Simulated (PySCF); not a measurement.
H₂N, SMILES [NH2], multiplicity 2. Atoms are numbered in the order given.

```xyz
3

N      0.0000     0.0000    -0.1418
H      0.0000    -0.8063     0.4962
H      0.0000     0.8063     0.4962
```
Charge 0, spin multiplicity 2.

Geometry: B3LYP-D3(BJ)/def2-TZVPD. The isomer is the one that the SMILES or the coordinates give; other isomers of the formula were not compared.

The numbers are results of TDA-B3LYP/def2-TZVPD run with PySCF, not measurements.

Vertical excitations. Isolated molecule, no solvent.

Computed lowest excited states:
| state | energy (eV) | λ (nm) | f | main pairs |
|---|---|---|---|---|
| root 1 | 2.37 | 523 | 0.002 | β HOMO→LUMO 99 % |
| root 2 | 6.49 | 191 | 0.000 | β HOMO−1→LUMO 99 % |
| root 3 | 7.26 | 171 | 0.020 | α HOMO−1→LUMO 12 %, β HOMO→LUMO+1 86 % |
| root 4 | 7.43 | 167 | 0.028 | α HOMO→LUMO 99 % |
| root 5 | 7.92 | 157 | 0.100 | α HOMO−1→LUMO 86 %, β HOMO→LUMO+1 13 % |
| root 6 | 9.05 | 137 | 0.006 | α HOMO−1→LUMO+1 16 %, β HOMO→LUMO+2 80 % |
| root 7 | 9.37 | 132 | 0.000 | α HOMO→LUMO+1 98 % |
| root 8 | 9.90 | 125 | 0.041 | α HOMO−1→LUMO+1 79 %, β HOMO→LUMO+2 18 % |
| root 9 | 10.27 | 121 | 0.000 | α HOMO−1→LUMO+2 16 %, α HOMO→LUMO+3 8 %, β HOMO→LUMO+3 73 % |
| root 10 | 10.65 | 116 | 0.013 | α HOMO→LUMO+2 90 %, β HOMO→LUMO+4 5 % |
Unrestricted roots are not spin-pure.
